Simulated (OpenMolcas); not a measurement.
# One shape, several levels: SiO (SMILES O=[Si])

Aim: a comparison of 6 runs (HF/STO-3G, B3LYP/6-31G*, B2PLYP/def2-TZVPPD, B3LYP/def2-TZVPPD, M06-2X/def2-TZVPPD, TPSS/def2-TZVPPD) of SiO. 

The calculation is run with OpenMolcas 26.06.

1 further run of the same task is left out (set aside as unsound or not needed).

**1. The molecule**

SiO: 2 atoms, total charge 0, spin state singlet. SMILES: `O=[Si]`. The shape is that of a PBE0-D4/def2-TZVP optimisation.

Bond lengths: O1–Si2 1.509 Å.

**2. Energy and gradient at HF/STO-3G (run 1)**

test.inp reads:

```
&GATEWAY
 BasLib=$CurrDir
 Coord
 2
 angstrom
 O       -0.640700       0.231500      -0.324000
 Si       0.640700      -0.231500       0.324000
 Basis=STO-3G
 Group=NoSym

&SEWARD

&SCF
 Thresholds=1e-10 1e-07 1e-07 1e-05
 PrOrbitals=1 2

&ALASKA
```

The basis set STO-3G is read from a file made from the Basis Set Exchange's data (not shown).

The run is started by

```console
$ export MOLCAS_MEM=1860
$ pymolcas test.inp > test.log
```

Standard output:

```text
--- Start Module: gateway ---
[...]
--- Stop Module: gateway /rc=_RC_ALL_IS_WELL_ ---
[...]
      Basis functions           14
[...]
--- Start Module: scf ---
[...]
       Convergence after  10 Iterations
[...]
::    Total SCF energy                               -359.3984582134
[...]
      Total spin, S                                     0.0000000000
[...]
      Total electronic charge=   22.000000
      Total            charge=   -0.000000
[...]
      Dipole Moment (debye):
      Origin of the operator (angstrom)=    0.1746   -0.0631    0.0883
                   X=  1.6125E+00               Y= -5.8262E-01               Z=  8.1542E-01           Total=  1.8985E+00
      Quadrupole Moment (debye*angstrom):
[...]
--- Stop Module: scf /rc=_RC_ALL_IS_WELL_ ---
--- Start Module: alaska ---
[...]
 *              Molecular gradients               *
 **************************************************
  Irreducible representation: a
 ------------------------------------------------------------------------------------------
                              X                       Y                       Z
 ------------------------------------------------------------------------------------------
  O1               -4.30992744680054E-02    1.55727829551111E-02   -2.17951692330898E-02
  SI2               4.30992744680090E-02   -1.55727829551129E-02    2.17951692330880E-02
 ------------------------------------------------------------------------------------------
--- Stop Module: alaska /rc=_RC_ALL_IS_WELL_ ---
[...]
```

Run time: 1.6 s. Hardware: 1 thread of Arm Neoverse V2, shared host; peak memory 0.37 GiB.

**3. Energy and forces at B3LYP/6-31G(d) (Cartesian functions) (run 2)**

job.inp reads:

```
>>> EXPORT MOLCAS_PRINT=2

&gateway
  baslib=$CurrDir
  coord
  2
  angstrom
  O       -0.640700       0.231500      -0.324000
  Si       0.640700      -0.231500       0.324000
  basis=6-31Gs
  group=NoSym

&seward
  gridinput
  Grid=UltraFine
  End of Grid

&scf
  ksdft=B3LYP
  thresholds=1e-10 1e-07 1e-07 1e-05
  prorbitals=1 2

&alaska
```

The basis set 6-31G* is read from a file made from the Basis Set Exchange's data (not shown).

The run is started by

```console
$ export MOLCAS_MEM=1860
$ pymolcas job.inp > job.log
```

Standard output:

```text
--- Start Module: gateway ---
[...]
--- Stop Module: gateway /rc=_RC_ALL_IS_WELL_ ---
[...]
      Basis functions           34
[...]
--- Start Module: scf ---
[...]
       Convergence after  12 Iterations
[...]
::    Total KS-DFT energy                            -364.7197642019
[...]
      Total spin, S                                     0.0000000000
[...]
      Total electronic charge=   22.000000
      Total            charge=   -0.000000
[...]
      Dipole Moment (debye):
      Origin of the operator (angstrom)=    0.1746   -0.0631    0.0883
                   X=  2.2081E+00               Y= -7.9784E-01               Z=  1.1166E+00           Total=  2.5998E+00
      Quadrupole Moment (debye*angstrom):
[...]
--- Stop Module: scf /rc=_RC_ALL_IS_WELL_ ---
[...]
--- Start Module: alaska ---
[...]
 *              Molecular gradients               *
 **************************************************
  Irreducible representation: a
 ------------------------------------------------------------------------------------------
                              X                       Y                       Z
 ------------------------------------------------------------------------------------------
  O1                1.51505742061158E-02   -5.47425929246437E-03    7.66159831874536E-03
  SI2              -1.51505742061300E-02    5.47425929246792E-03   -7.66159831875068E-03
 ------------------------------------------------------------------------------------------
--- Stop Module: alaska /rc=_RC_ALL_IS_WELL_ ---
[...]
```

Run time: 3.9 s. Hardware: 1 thread of Arm Neoverse V2, shared host; peak memory 0.37 GiB.

**4. A single-point energy at B2PLYP/def2-TZVPPD (run 3)**

run.input reads:

```
* OSi Kohn-Sham DFT
>>> EXPORT MOLCAS_PRINT=2

&GATEWAY
  BasLib=$CurrDir
  BasisSet
  O.def2-TZVPPD....
  O1 -0.640700 0.231500 -0.324000 angstrom
  End of Basis
  BasisSet
  Si.def2-TZVPPD....
  Si2 0.640700 -0.231500 0.324000 angstrom
  End of Basis

&SEWARD
  GridInput
  Grid=UltraFine
  End of Grid

&SCF
  KSDFT=B2PLYP_SCF
  Thresholds=1e-10 1e-07 1e-07 1e-05
  PrOrbitals=1 1

&MBPT2
  Frozen=6
```

The basis set def2-TZVPPD is read from a file made from the Basis Set Exchange's data (not shown).

The run is started by

```console
$ export MOLCAS_MEM=1860
$ pymolcas run.input > run.log
```

Standard output:

```text
--- Start Module: gateway ---
[...]
--- Stop Module: gateway /rc=_RC_ALL_IS_WELL_ ---
[...]
      Basis functions           88
[...]
--- Start Module: scf ---
[...]
       Convergence after  13 Iterations
[...]
::    Total KS-DFT energy                            -364.4949220804
[...]
      Total spin, S                                     0.0000000000
[...]
      Total electronic charge=   22.000000
      Total            charge=   -0.000000
[...]
      Dipole Moment (debye):
      Origin of the operator (angstrom)=    0.1746   -0.0631    0.0883
                   X=  2.9342E+00               Y= -1.0602E+00               Z=  1.4838E+00           Total=  3.4548E+00
      Quadrupole Moment (debye*angstrom):
[...]
--- Stop Module: scf /rc=_RC_ALL_IS_WELL_ ---
[...]
--- Start Module: mbpt2 ---
[...]
 ###    WARNING: MP2 implementation intended for RHF references only         ###
 ###############################################################################
MBPT2 WARNING: Reference function according to RunFile:KS-DFT
I'll assume you know what you're doing and continue
WARNING!
Default frozen orbitals as non valence orbitals is overwritten by user input.
Default values:   3
[...]
       Reference weight ( Cref**2 )         =        0.82331
::    Total MBPT2 energy                             -364.9196588913
[...]
      Total MBPT2 calculations                           0.18      0.20
--- Stop Module: mbpt2 /rc=_RC_ALL_IS_WELL_ ---
[...]
```

Run time: 11 s. Hardware: 1 thread of Arm Neoverse V2, shared host; peak memory 0.48 GiB.

Runs 4 to 5 aren't shown in full; the table further down has their settings and results.

**5. Energy and forces at TPSS/def2-TZVPPD (run 6)**

input.xyz reads:

```xyz
2

O     -0.640700     0.231500    -0.324000
Si     0.640700    -0.231500     0.324000
```

run.input reads:

```
>>> EXPORT MOLCAS_PRINT=2
&GATEWAY
BASLIB=$CurrDir
COORD=input.xyz
BASIS=def2-TZVPPD
GROUP=NoSym
&SEWARD
GRIDINPUT
Grid=UltraFine
End of Grid
&SCF
KSDFT=2
1.0 MGGA_X_TPSS
1.0 MGGA_C_TPSS
THRESHOLDS=1e-10 1e-07 1e-07 1e-05
PRORBITALS=0
&ALASKA
```

The basis set def2-TZVPPD is read from a file made from the Basis Set Exchange's data (not shown).

The run is started by

```console
$ export MOLCAS_MEM=1860
$ pymolcas run.input > run.log
```

Standard output:

```text
--- Start Module: gateway ---
[...]
--- Stop Module: gateway /rc=_RC_ALL_IS_WELL_ ---
[...]
      Basis functions           88
[...]
--- Start Module: scf ---
[...]
       Convergence after  14 Iterations
[...]
::    Total KS-DFT energy                            -364.7928157219
[...]
      Total spin, S                                     0.0000000000
[...]
      Total electronic charge=   22.000000
      Total            charge=   -0.000000
[...]
      Dipole Moment (debye):
      Origin of the operator (angstrom)=    0.1746   -0.0631    0.0883
                   X=  2.4256E+00               Y= -8.7642E-01               Z=  1.2266E+00           Total=  2.8559E+00
      Quadrupole Moment (debye*angstrom):
[...]
--- Stop Module: scf /rc=_RC_ALL_IS_WELL_ ---
[...]
--- Start Module: alaska ---
[...]
 *              Molecular gradients               *
 **************************************************
  Irreducible representation: a
 ------------------------------------------------------------------------------------------
                              X                       Y                       Z
 ------------------------------------------------------------------------------------------
  O1                1.55417862305107E-02   -5.61561341098127E-03    7.85943302499348E-03
  SI2              -1.55417862305072E-02    5.61561341097594E-03   -7.85943302499881E-03
 ------------------------------------------------------------------------------------------
--- Stop Module: alaska /rc=_RC_ALL_IS_WELL_ ---
[...]
```

It took 17 s on 1 thread of Arm Neoverse V2, shared host; peak memory 0.48 GiB.

**6. Overview of the runs**

| run | level | Cartesian functions | integration grid | energy (Eh) | dipole moment (D) | HOMO energy (eV) | LUMO energy (eV) | wall time |
| --- | --- | --- | --- | --- | --- | --- | --- | --- |
| 1 | HF/STO-3G | no | – | -359.398458 | 1.90 | -7.67 | 7.97 | 1.6 s |
| 2 | B3LYP/6-31G* (Cartesian functions) | yes | UltraFine | -364.719764 | 2.60 | -8.41 | -1.85 | 3.9 s |
| 3 | B2PLYP/def2-TZVPPD | no | UltraFine | -364.609601 | 3.45 | -10.02 | -0.90 | 11 s |
| 4 | B3LYP/def2-TZVPPD | no | UltraFine | -364.787871 | 3.19 | -8.61 | -2.24 | 13 s |
| 5 | M06-2X/def2-TZVPPD | no | UltraFine | -364.719733 | 3.41 | -10.10 | -1.16 | 16 s |
| 6 | TPSS/def2-TZVPPD | no | UltraFine | -364.792816 | 2.86 | -7.59 | -2.79 | 17 s |

**7. Summary of results**

| quantity | value |
| --- | --- |
| run 6: total energy | -364.79282 Eh |
| run 6: dipole moment | 2.86 D |
| run 6: HOMO energy | -7.59 eV |
| run 6: LUMO energy | -2.79 eV |
| run 6: HOMO–LUMO gap | 4.79 eV |
| run 6: largest force on an atom | 0.941 eV/Å |

**Reading.** The dipole moment (its size) runs from 1.90 D (HF/STO-3G) to 3.45 D (B2PLYP/def2-TZVPPD). The two ends differ in method and basis. A double hybrid's value is that of its SCF part. The HOMO–LUMO gap runs from 4.79 eV (TPSS/def2-TZVPPD) to 15.65 eV (HF/STO-3G). For B2PLYP the log adds the whole second-order term; the table takes 0.27 of it, as the functional is defined. Totals of different functionals can't be ranked against each other. In run 1 the basis is minimal, so the values are rough. All runs together took 61 s, the longest 17 s.
